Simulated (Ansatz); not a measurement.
Run this with Ansatz's Python interface and show what comes out.

The script, `run_torsion.py`:
```python
import ansatz as az
from ase import Atoms

BASIS = "cc-pVDZ"
XC = "PBE"
DISPERSION = "d4"
NET_CHARGE = -1
FORCE_TOL = 0.02

atoms = Atoms(["C", "C", "C", "S", "H", "H", "H", "H", "H"], positions=[
    (1.2447, -0.4254, 0.4395),
    (0.3644, 0.3415, -0.226),
    (-1.1122, 0.0288, -0.1253),
    (0.7684, 1.7046, -1.2258),
    (2.3075, -0.2153, 0.3784),
    (0.9309, -1.2633, 1.048),
    (-1.666, 0.872, 0.3039),
    (-1.3032, -0.8388, 0.5172),
    (-1.5345, -0.204, -1.1099),
])

first = (
    az.Crystal.molecule_from_ase(atoms).calculation()
    .basis(gaussian=BASIS)
    .functional(XC, dispersion=DISPERSION)
    .charge(NET_CHARGE)
    .relax(force_tolerance=FORCE_TOL, max_steps=80)
)
atoms.positions = first.run(threads=1, pin="off").report["positions_ang"]

start = atoms.get_dihedral(0, 1, 2, 6)
energies = {}
for turn in range(0, 121, 15):
    turned = atoms.copy()
    turned.set_dihedral(0, 1, 2, 6, start + turn, indices=[2, 6, 7, 8])
    setup = (
        az.Crystal.molecule_from_ase(turned).calculation()
        .basis(gaussian=BASIS)
        .functional(XC, dispersion=DISPERSION)
        .charge(NET_CHARGE)
    )
    energies[round((start + turn) % 360)] = setup.run(threads=1, pin="off").report["free_energy_ev"]
floor = min(energies.values())
print("dihedral C0-C1-C2-H6 (deg)   E - E(min) (kJ/mol)")
for angle, e in sorted(energies.items()):
    print(f"{angle:8d} {96.485332 * (e - floor):14.3f}  " + "#" * int(30 * (e - floor) / max(max(energies.values()) - floor, 1e-9)))
```

```console
$ python run_torsion.py
dihedral C0-C1-C2-H6 (deg)   E - E(min) (kJ/mol)
     122          0.000
     137          1.224  ####
     152          4.232  ##############
     167          7.368  ########################
     182          8.902  ##############################
     197          8.083  ###########################
     212          5.595  ##################
     227          3.058  ##########
     242          1.996  ######
```

What to keep in mind:
- The scan is rigid and the energies are electronic, in a modest basis. With rigid groups the curve can differ much from the relaxed path, the start wasn't checked as a minimum of this torsion, and equivalent turns needn't return to the same energy.
- Anions want diffuse functions, which this basis lacks.
- Wall time of the script: 28 s on 1 thread of Intel(R) Xeon(R) Platinum 8488C (Sapphire Rapids), on a shared host, peak memory 0.21 GiB.

(Lines on the test bed's own set-up are left out of the output.)
